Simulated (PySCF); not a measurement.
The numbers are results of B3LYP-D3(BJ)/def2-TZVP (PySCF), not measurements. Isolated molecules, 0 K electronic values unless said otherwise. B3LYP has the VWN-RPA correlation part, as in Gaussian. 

Reference species (SMILES): `C=C=O` (neutral, multiplicity 1).

```yaml
dipole_moment: 1.47 D
LUMO: -1.23 eV
```

Changed species: `C#CO`.

**Question.** Give the shifts of the dipole moment and LUMO.

**Answer.** the dipole moment increases by 0.28 D, to 1.75 D; the LUMO rises by 1.20 eV, to -0.03 eV.
